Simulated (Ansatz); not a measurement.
Input file:

```yaml
crystal:
  periodic: [false, false, false]
  atoms:
    - {symbol: Ge, position_ang: [0.000000, 0.000000, 0.000000]}
    - {symbol: H, position_ang: [0.000000, 0.000000, 3.483000]}
basis:
  gaussian: {orbitals: cc-pVTZ}
magnetization: {spin_polarized: false, initial_magnetization: 1}
correlation: {method: fci, electrons: outside_noble_gas}
```

```sh
$ ansatz run in.yaml --threads 1 --pin off --events-out ev --progress --plain --max-ram 2393MiB
```

Task: Roughly how long does this take on 1 thread of Arm Neoverse V2, shared host, and how much host memory?

Result: 2 min wall and 0.55 GiB.

```
530 factors; integrals over basis functions are off by at most 1.5e-7 eV
mean field evaluation 1: about -56482.7413 eV, gradient 1.2e1 eV
mean field evaluation 2: about -56482.7421 eV, gradient 1.2e1 eV
mean field evaluation 4: about -56483.9789 eV, gradient 7.3e0 eV
mean field evaluation 8: about -56484.6742 eV, gradient 1.4e-1 eV
mean field evaluation 16: about -56470.5648 eV, gradient 1.5e1 eV
mean field evaluation 32: about -56485.3803 eV, gradient 1.7e-1 eV
mean field evaluation 64: about -56485.4238 eV, gradient 1.4e-6 eV
mean field evaluation 96: about -56485.3848 eV, gradient 1.6e-1 eV
mean field evaluation 128: about -56483.1095 eV, gradient 5.2e0 eV
mean field evaluation 160: about -56485.3789 eV, gradient 5.3e-2 eV
mean field -56485.42376021 eV, -2075.8010359925 hartree, gradient 6.4e-6 eV, S^2 0.750000; 10 other end points of the search recorded, 0 dependent functions left out
determinant -56485.42376021 eV, -2075.8010359925 hartree, with singles and doubles -56487.84405469 eV, -2075.8899801740 hartree
determinant -56485.38060332 eV, -2075.7994500060 hartree, with singles and doubles -56487.84349244 eV, -2075.8899595116 hartree
determinant -56484.67017835 eV, -2075.7733423697 hartree, with singles and doubles -56488.38347621 eV, -2075.9098035492 hartree
determinant -56485.42376021 eV, -2075.8010359925 hartree, with singles and doubles -56487.86797081 eV, -2075.8908590750 hartree
determinant -56485.38060332 eV, -2075.7994500060 hartree, with singles and doubles -56487.87077369 eV, -2075.8909620791 hartree
determinant -56484.67017835 eV, -2075.7733423697 hartree, with singles and doubles -56488.32255420 eV, -2075.9075647067 hartree
determinant -56485.42376021 eV, -2075.8010359925 hartree, with singles and doubles -56487.87736003 eV, -2075.8912041225 hartree
determinant -56485.38060332 eV, -2075.7994500060 hartree, with singles and doubles -56487.87653876 eV, -2075.8911739415 hartree
determinant -56484.67017835 eV, -2075.7733423697 hartree, with singles and doubles -56488.79301970 eV, -2075.9248539950 hartree
unrestricted determinant -56487.07801381 eV, -2075.8618286909 hartree, S^2 1.7275
14 core orbitals not correlated: weight in the atoms' cores, before any rotation towards them, 1.000 or more for the frozen orbitals, at most 0.000 for the correlated occupied ones
reference -56485.42376021 eV, -2075.8010359925 hartree; 3, 2 occupied and 40, 41 virtual orbitals, 530 factors
state -56489.00163589 eV, -2075.9325204985 hartree
14 core orbitals not correlated: weight in the atoms' cores, before any rotation towards them, 1.000 or more for the frozen orbitals, at most 0.000 for the correlated occupied ones
state -56489.00537181 eV, -2075.9326577910 hartree
Total energy: -56489.00537181 eV, -2075.9326577910 hartree
```
